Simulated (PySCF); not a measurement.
# PS: spin, charge, geometry and surroundings

Aim: change spin, charge, geometry, field or solvent of PS, one at a time, and compare with the base run.

Computed with PySCF 2.14.0. Level: method and basis as typed in the scripts.

5 further runs of the same task are left out: 5 that didn't finish.

## Step 1: The starting structure

PS: 2 atoms, charge 0, spin multiplicity 2.

Bond lengths: P1–S2 2.122 Å.

## Step 2: The base run

Contents of input.py:

```python
from pyscf import gto, scf

mol = gto.M(
    atom='P 0 0 0; S 0 0 2.122',
    basis='jorge-dzp-dkh',
    charge=0,
    spin=1,
    verbose=4,
)
mf = scf.UHF(mol)
mf = mf.sfx2c1e()
mf.kernel()
mf.analyze()
print('orbital energies (hartree):', [e[max(0, n-3):n+3].round(4) for e, n in zip(mf.mo_energy, mol.nelec)])
```

The run is started by

```console
OMP_NUM_THREADS=1 python input.py
```

The log of this run is left out.

Base result: E(SCF) = -740.122271 Eh, ⟨S²⟩ = 0.769, μ = 2.20 D.

The bond length is a typed value, not an optimised one.

## Step 3: Lengths in bohr

Edit 1 changes length unit: angstrom → bohr; bond length: 2.122 Å → 2.122 bohr.

Contents of input.py:

```python
from pyscf import gto, scf

mol = gto.M(
    atom='P 0 0 0; S 0 0 2.122',
    basis='jorge-dzp-dkh',
    charge=0,
    spin=1,
    unit='bohr',
    verbose=4,
)
mf = scf.UHF(mol)
mf = mf.sfx2c1e()
mf.kernel()
mf.analyze()
print('orbital energies (hartree):', [e[max(0, n-3):n+3].round(4) for e, n in zip(mf.mo_energy, mol.nelec)])
```

The run is started by

```console
OMP_NUM_THREADS=1 python input.py
```

## Step 4: Charge +2

Edit 2 changes charge: 0 → 2.

Edit input.py of step 2 so:

```diff
@@ -5,3 +5,3 @@
     basis='jorge-dzp-dkh',
-    charge=0,
+    charge=2,
     spin=1,
```

## Step 5: PCM, ε = 78.36

Edit 3 changes solvent: none (gas phase) → PCM, ε = 78.36.

Edit input.py of step 2 so:

```diff
@@ -1,2 +1,2 @@
-from pyscf import gto, scf
+from pyscf import gto, scf, solvent
 
@@ -11,2 +11,4 @@
 mf = mf.sfx2c1e()
+mf = solvent.PCM(mf)
+mf.with_solvent.eps = 78.36
 mf.kernel()
```

## Step 6: Charge +1 (singlet)

Edit 4 changes charge: 0 → 1; spin (2S): 1 → 0.

Edit input.py of step 2 so:

```diff
@@ -5,4 +5,4 @@
     basis='jorge-dzp-dkh',
-    charge=0,
-    spin=1,
+    charge=1,
+    spin=0,
     verbose=4,
```

Before running it: what results should come out? Wanted: for each run, E(SCF); from base; gap, α spin; SCF dipole.

**Answer**, as computed:

```
                          run  E(SCF) (hartree)  from base (eV)  cycles  gap, α spin (eV)  SCF dipole (D)
                         base       -740.122271               0      17              8.20            2.20
lengths in bohr (poor choice)       -738.468900  not comparable      10              8.16            1.10
                    charge +2       -739.188837        +25.4000      18              9.79             n/a
               PCM, ε = 78.36       -740.128700         -0.1749      18              8.46            3.81
          charge +1 (singlet)       -739.801354         +8.7326      14              9.66             n/a
```

What this shows: A continuum solvent with ε = 78.36 lowers the energy by 0.175 eV. At the SCF level, going to the singlet with one electron fewer costs 8.73 eV at fixed geometry. Rows marked «poor choice» come from settings spoiled on purpose.
